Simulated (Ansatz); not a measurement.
A made-up structure of LiSiH₂S (charge +1), singlet:

Li1  (-2.651, 0.491, 1.389)
Si2  (-0.480, -0.208, -0.410)
S3  (1.817, -0.003, -0.210)
H4  (-0.524, -0.896, -1.935)
H5  (1.838, 0.616, 1.165)
(Å)

It is relaxed with PBE-D4/def2-SVP and then PBE0-D4/def2-TZVP (Ansatz 0.2.0). Atoms count as bonded within 1.22 times the sum of their covalent radii (H–H: 0.88 Å). The end point is not checked to be a true minimum.

(1) Does its bonding change? (A judgement: the text doesn't fix the answer.)

Answers

(1) The calculation gives: No: no bond forms or breaks.

Where it ends: The first stage lowers the energy by 0.70 eV in 6 steps. It ends as LiSiH₂S ([Li][SiH][SH]), total charge +1:
```
atom    x (Å)    y (Å)    z (Å)
 Li1  -2.3662   0.4389   1.2401
 Si2  -0.4283  -0.1862  -0.3664
  S3   1.6227  -0.0027  -0.1870
  H4  -0.4682  -0.8003  -1.7277
  H5   1.6399   0.5503   1.0410
```

Labels in which every atom is bracketed show which atoms are joined, not bond orders.

For scale, one of the runs: PBE0-D4/def2-TZVP relaxation, 100 basis functions, launched by `ansatz run in.yaml --threads 2 --pin off --events-out ev --progress --plain --max-ram 4352MiB`. Hardware: 2 CPU threads of an Arm Neoverse V1, shared host. Wall time about 8 s.
